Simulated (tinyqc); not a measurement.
UHF in the sto-6g basis, for NH3, spin multiplicity 1, step by step. One step of it, computed by the program tinyqc.

Task: Iteration 1: diagonalisation and new density. Diagonalise F' = X^T F X, C = X C', fill 5 alpha and 5 beta electrons from the bottom; D(s) = C_occ C_occ^T. Each column has its largest component positive (the first on a tie).

F(alpha) (hartree), lower triangle:
```
             1N 1s      1N 2s     1N 2px     1N 2py    1N 2pz      2H 1s      3H 1s      4H 1s
1N 1s   -13.763794
1N 2s    -3.413167  -1.178824
1N 2px   -0.000346  -0.003223   0.277051
1N 2py    0.001252   0.002117   0.002993   0.277988
1N 2pz    0.018729   0.280151   0.000607  -0.002726  0.334901
2H 1s    -0.856733  -0.562860  -0.163049   0.001448  0.186620  -0.163560
3H 1s    -0.858074  -0.575882   0.080027  -0.140056  0.147347  -0.247834  -0.155814
4H 1s    -0.858622  -0.546120   0.077211   0.138116  0.223486  -0.248415  -0.243672  -0.159919
```

F(beta) (hartree), lower triangle:
```
             1N 1s      1N 2s     1N 2px     1N 2py    1N 2pz      2H 1s      3H 1s      4H 1s
1N 1s   -13.763794
1N 2s    -3.413167  -1.178824
1N 2px   -0.000346  -0.003223   0.277051
1N 2py   -0.001252  -0.002117  -0.002993   0.277988
1N 2pz    0.018729   0.280151   0.000607   0.002726  0.334901
2H 1s    -0.856733  -0.562860  -0.163049  -0.001448  0.186620  -0.163560
3H 1s    -0.858622  -0.546120   0.077211  -0.138116  0.223486  -0.248415  -0.159919
4H 1s    -0.858074  -0.575882   0.080027   0.140056  0.147347  -0.247834  -0.243672  -0.155814
```

X, lower triangle:
```
            1N 1s      1N 2s     1N 2px     1N 2py    1N 2pz      2H 1s      3H 1s     4H 1s
1N 1s    1.023454
1N 2s   -0.147632   1.375280
1N 2px   0.000010  -0.000244   1.121541
1N 2py   0.000000   0.000000   0.000000   1.121693
1N 2pz   0.013026  -0.160079   0.000133   0.000000  1.072240
2H 1s    0.019796  -0.303263  -0.276758   0.000000  0.137200   1.240314
3H 1s    0.019808  -0.303920   0.138525  -0.239984  0.137574  -0.062510   1.240987
4H 1s    0.019808  -0.303920   0.138525   0.239984  0.137574  -0.062510  -0.062618  1.240987
```

Give: F' = X^T F X; orbital energies; coefficients C; F' = X^T F X; orbital energies; coefficients C; D(alpha) after iteration 1; D(beta) after iteration 1.

Result:

F' = X^T F X (alpha) (hartree), lower triangle:
```
          1        2        3        4       5        6        7       8
1  -13.5067
2   -1.8579  -0.2073
3    0.0000  -0.0033   0.5087
4    0.0001   0.0110   0.0022   0.5094
5    0.0191   0.0540   0.0005   0.0146  0.4633
6   -0.1521  -0.3493  -0.3720   0.0005  0.1996   0.2707
7   -0.1504  -0.3711   0.1873  -0.3234  0.1508  -0.0822   0.2790
8   -0.1552  -0.3301   0.1839   0.3187  0.2486  -0.0799  -0.0755  0.2738
```

orbital energies (alpha) (hartree): MO1 -13.7700, MO2 -0.5561, MO3 -0.0354, MO4 -0.0291, MO5 0.3753, MO6 0.8099, MO7 0.8937, MO8 0.9026

coefficients C (alpha):
```
            MO1      MO2      MO3      MO4      MO5      MO6      MO7      MO8
1N 1s    0.9941  -0.1894  -0.0133  -0.0015  -0.1573  -0.1458   0.0102   0.0111
1N 2s    0.0292   0.6050   0.0620   0.0084   0.8262   1.0683  -0.0812  -0.1192
1N 2px   0.0000   0.0035  -0.1222   0.4490   0.0049   0.0542   1.0541  -0.2053
1N 2py  -0.0001  -0.0019   0.4382   0.1127  -0.1689   0.2342   0.1911   1.0241
1N 2pz  -0.0057  -0.2297   0.0824   0.0254   0.6482  -0.8282   0.0866   0.2417
2H 1s   -0.0062   0.2107  -0.1700   0.6106  -0.2522  -0.6815  -0.8273   0.2746
3H 1s   -0.0062   0.2030   0.6037  -0.1650  -0.2151  -0.7691   0.3559  -0.7342
4H 1s   -0.0063   0.2034  -0.4645  -0.4530  -0.2781  -0.4687   0.6308   0.7609
```

F' = X^T F X (beta) (hartree), lower triangle:
```
          1        2        3        4       5        6        7       8
1  -13.5067
2   -1.8579  -0.2073
3    0.0000  -0.0033   0.5087
4   -0.0001  -0.0110  -0.0022   0.5094
5    0.0191   0.0540   0.0005  -0.0146  0.4633
6   -0.1521  -0.3493  -0.3720  -0.0005  0.1996   0.2707
7   -0.1552  -0.3301   0.1839  -0.3187  0.2486  -0.0799   0.2738
8   -0.1504  -0.3711   0.1873   0.3234  0.1508  -0.0822  -0.0755  0.2790
```

orbital energies (beta) (hartree): MO1 -13.7700, MO2 -0.5561, MO3 -0.0354, MO4 -0.0291, MO5 0.3753, MO6 0.8099, MO7 0.8937, MO8 0.9026

coefficients C (beta):
```
            MO1      MO2      MO3      MO4      MO5      MO6      MO7      MO8
1N 1s    0.9941  -0.1894  -0.0133  -0.0015  -0.1573  -0.1458   0.0102  -0.0111
1N 2s    0.0292   0.6050   0.0620   0.0084   0.8262   1.0683  -0.0812   0.1192
1N 2px   0.0000   0.0035  -0.1222   0.4490   0.0049   0.0542   1.0541   0.2053
1N 2py   0.0001   0.0019  -0.4382  -0.1127   0.1689  -0.2342  -0.1911   1.0241
1N 2pz  -0.0057  -0.2297   0.0824   0.0254   0.6482  -0.8282   0.0866  -0.2417
2H 1s   -0.0062   0.2107  -0.1700   0.6106  -0.2522  -0.6815  -0.8273  -0.2746
3H 1s   -0.0063   0.2034  -0.4645  -0.4530  -0.2781  -0.4687   0.6308  -0.7609
4H 1s   -0.0062   0.2030   0.6037  -0.1650  -0.2151  -0.7691   0.3559   0.7342
```

D(alpha) after iteration 1, lower triangle:
```
          1N 1s    1N 2s   1N 2px   1N 2py   1N 2pz    2H 1s    3H 1s   4H 1s
1N 1s    1.0491
1N 2s   -0.2163   1.0534
1N 2px  -0.0005   0.0024   0.2166
1N 2py   0.0208  -0.1126  -0.0038   0.2333
1N 2pz  -0.0652   0.4017   0.0037  -0.0701   0.4803
2H 1s   -0.0051  -0.0864   0.2945   0.0365  -0.2103   0.5097
3H 1s   -0.0186  -0.0190  -0.1482   0.2819  -0.1404  -0.1063   0.4791
4H 1s    0.0058  -0.1395  -0.1473  -0.2080  -0.2767  -0.0846  -0.1046  0.5398
```

D(beta) after iteration 1, lower triangle:
```
          1N 1s    1N 2s   1N 2px   1N 2py   1N 2pz    2H 1s    3H 1s   4H 1s
1N 1s    1.0491
1N 2s   -0.2163   1.0534
1N 2px  -0.0005   0.0024   0.2166
1N 2py  -0.0208   0.1126   0.0038   0.2333
1N 2pz  -0.0652   0.4017   0.0037   0.0701   0.4803
2H 1s   -0.0051  -0.0864   0.2945  -0.0365  -0.2103   0.5097
3H 1s    0.0058  -0.1395  -0.1473   0.2080  -0.2767  -0.0846   0.5398
4H 1s   -0.0186  -0.0190  -0.1482  -0.2819  -0.1404  -0.1063  -0.1046  0.4791
```
